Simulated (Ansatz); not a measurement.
**[PH2]− (phosphanide) at 6 levels**

Wanted: a comparison of 6 runs (UPBE/3-21G, UPBE0/3-21G, r2SCAN0/3-21G, RPA@PBE/3-21G, MP2/3-21G, MP2/6-31G*) of [PH2]− (phosphanide). 

Program for the calculation: Ansatz 0.2.0.

2 further runs of the same task are left out: 2 that didn't finish.

## (1) The molecule

[PH2]− has 3 atoms, charge -1, and is taken as a singlet. As SMILES, `[PH2-]`. The H2–P1 distance was set to 2.690 Å, away from the relaxed value. At this shape a bond of the SMILES string is far longer than usual.

Bond lengths: P1–H3 1.345 Å.

## (2) The energy at UPBE/3-21G (run 1)

The input, in.yaml:

```yaml
crystal:
  periodic: [false, false, false]
  atoms:
    - {symbol: P, position_ang: [0.892262, -1.577420, 0.324972]}
    - {symbol: H, position_ang: [0.105590, 0.990220, 0.165130]}
    - {symbol: H, position_ang: [-0.211158, -1.980490, -0.330258]}
basis:
  gaussian:
    orbitals: 3-21G.json
total_charge: -1
magnetization:
  spin_polarized: true
  initial_magnetization: 0
hamiltonian:
  xc: pbe
accuracy: high
```

The basis set 3-21G is read from a file made from the Basis Set Exchange's data (not shown).

Command:

```
$ ansatz run in.yaml --threads 1 --pin off --max-ram 2610MiB --events-out events.jsonl --progress --plain --runs-dir runs
```

The program printed:

```text
Warning: RAYON_NUM_THREADS=1 ignored (pool sized by the plan → 1); use --threads N
Functional definition: PBE
  name "PBE"
  parameter kappa = 0.804
  parameter beta = 0.06672455060314922
  exchange = pbe_x(kappa = kappa, mu = beta*pi^2/3)
  correlation = pbe_c(beta = beta)
317 factors; integrals over basis functions are off by at most 4.1e-9 eV
mean field evaluation 1: about -9263.0913 eV, gradient 1.3e1 eV
mean field evaluation 2: about -9250.2867 eV, gradient 2.8e1 eV
mean field evaluation 4: about -9265.1485 eV, gradient 4.9e0 eV
mean field evaluation 8: about -9265.4960 eV, gradient 1.4e-1 eV
mean field evaluation 16: about -9265.4891 eV, gradient 1.4e-5 eV
mean field evaluation 32: about -9265.5183 eV, gradient 1.9e-7 eV
mean field evaluation 64: about -9265.4905 eV, gradient 8.3e-1 eV
mean field -9265.51831599 eV, -340.5015177186 hartree, gradient 2.7e-8 eV, S^2 0.286485; 9 other end points of the search recorded, 0 dependent functions left out
reference -9265.51831779 eV, -340.5015177848 hartree; 9, 9 occupied and 8, 8 virtual orbitals, 317 factors
Total energy: -9265.51831779 eV, -340.5015177848 hartree
```

Wall time 2.9 s (1 thread of Arm Neoverse V1, shared host); peak memory 0.096 GiB.

## (3) The energy at UPBE0/3-21G (run 2)

The input, run.yaml:

```yaml
crystal:
  periodic: [false, false, false]
  atoms:
    - symbol: P
      position_ang: [0.892262, -1.577420, 0.324972]
    - symbol: H
      position_ang: [0.105590, 0.990220, 0.165130]
    - symbol: H
      position_ang: [-0.211158, -1.980490, -0.330258]
basis:
  gaussian: {orbitals: 3-21G.json}
total_charge: -1
magnetization: {spin_polarized: true}
hamiltonian: {xc: pbe0}
accuracy: high
```

The basis set 3-21G is read from a file made from the Basis Set Exchange's data (not shown).

Command:

```
$ ansatz run run.yaml --threads 1 --pin off --max-ram 2610MiB --events-out events.jsonl --progress --plain --runs-dir runs
```

The program printed:

```text
Warning: RAYON_NUM_THREADS=1 ignored (pool sized by the plan → 1); use --threads N
Functional definition: PBE0
  name "PBE0"
  parameter a = 0.25
[... 2 set-up lines as earlier in the session ...]
  exchange = (1 - a)*pbe_x(kappa = kappa, mu = beta*pi^2/3) + a*exact_x
[... 1 set-up line as earlier in the session ...]
317 factors; integrals over basis functions are off by at most 4.1e-9 eV
mean field evaluation 1: about -9264.7685 eV, gradient 1.1e1 eV
mean field evaluation 2: about -9257.7241 eV, gradient 2.4e1 eV
mean field evaluation 4: about -9266.2603 eV, gradient 8.5e-1 eV
mean field evaluation 8: about -9266.2652 eV, gradient 4.3e-3 eV
mean field evaluation 16: about -9266.2652 eV, gradient 2.4e-8 eV
mean field evaluation 32: about -9266.3713 eV, gradient 7.8e-3 eV
mean field evaluation 64: about -9266.2672 eV, gradient 9.2e-1 eV
mean field -9266.37132787 eV, -340.5328653272 hartree, gradient 1.8e-8 eV, S^2 0.473947; 8 other end points of the search recorded, 0 dependent functions left out
reference -9266.37132923 eV, -340.5328653772 hartree; 9, 9 occupied and 8, 8 virtual orbitals, 317 factors
Total energy: -9266.37132923 eV, -340.5328653772 hartree
```

Run time: 2.7 s. Hardware: 1 thread of Arm Neoverse V1, shared host; peak memory 0.097 GiB.

Runs 3 to 5 aren't shown in full; the table further down has their settings and results.

## (4) A single-point energy at MP2/6-31G(d) (spherical functions) (run 6)

Changes to in.yaml since step 2:

```diff
@@ -8,9 +8,7 @@
   gaussian:
-    orbitals: 3-21G.json
+    orbitals: 6-31G_st_-spherical.json
 total_charge: -1
-magnetization:
-  spin_polarized: true
-  initial_magnetization: 0
-hamiltonian:
-  xc: pbe
+correlation:
+  method: mp2
+  frozen_orbitals: {H: 0, P: 5}
 accuracy: high
```

The basis set 6-31G* is read from a file made from the Basis Set Exchange's data (not shown).

Command:

```
$ ansatz run in.yaml --threads 1 --pin off --max-ram 2610MiB --events-out events.jsonl --progress --plain --runs-dir runs
```

The program printed:

```text
Warning: RAYON_NUM_THREADS=1 ignored (pool sized by the plan → 1); use --threads N
Functional definition: HF
  name "HF"
  exchange = exact_x
  correlation = 0
378 factors; integrals over basis functions are off by at most 3.4e-9 eV
mean field evaluation 1: about -9297.6795 eV, gradient 1.3e1 eV
mean field evaluation 2: about -9297.6801 eV, gradient 1.3e1 eV
mean field evaluation 4: about -9298.4911 eV, gradient 1.2e0 eV
mean field evaluation 8: about -9298.5017 eV, gradient 7.7e-4 eV
mean field -9298.50174249 eV, -341.7136362856 hartree, gradient 2.0e-8 eV, S^2 0.000000; 0 other end points of the search recorded, 0 dependent functions left out; unrestricted orbitals would lower it
mean field evaluation 16: about -9299.2660 eV, gradient 2.4e0 eV
5 core orbitals not correlated: weight in the atoms' cores, before any rotation towards them, 1.000 or more for the frozen orbitals, at most 0.000 for the correlated occupied ones
reference -9298.50174249 eV, -341.7136362856 hartree; 4, 4 occupied and 13, 13 virtual orbitals, 378 factors
second order -2.93979474 eV of doubles, -0.00000000 eV of singles
Total energy: -9301.44153722 eV, -341.8216717494 hartree
```

Run time: 0.14 s. Hardware: 1 thread of Arm Neoverse V1, shared host.

## (5) All runs side by side

| run | level | frozen core orbitals | energy (Eh) | wall time |
| --- | --- | --- | --- | --- |
| 1 | UPBE/3-21G | – | -340.501518 | 2.9 s |
| 2 | UPBE0/3-21G | – | -340.532865 | 2.7 s |
| 3 | r2SCAN0/3-21G | – | -340.614360 | 1.3 s |
| 4 | RPA@PBE/3-21G | 5 | -340.143923 | 0.83 s |
| 5 | MP2/3-21G | 5 | -340.061300 | 0.1 s |
| 6 | MP2/6-31G* (spherical functions) | 5 | -341.821672 | 0.14 s |

## (6) Outcome

```
                                          quantity          value
                               run 6: total energy  -341.82167 Eh
run 6: correlation energy (5 core orbitals frozen)     -108.0 mEh
```

Totals of different functionals can't be ranked against each other. In runs 4, 5, 6 the log says that unrestricted orbitals would lower the reference, so the values rest on an unstable closed-shell determinant (other closed-shell runs at this shape may share the fault). Spin contamination of the reference: run 2 ⟨S²⟩ = 0.47, run 1 ⟨S²⟩ = 0.29. All runs together took 8 s, the longest 2.9 s.
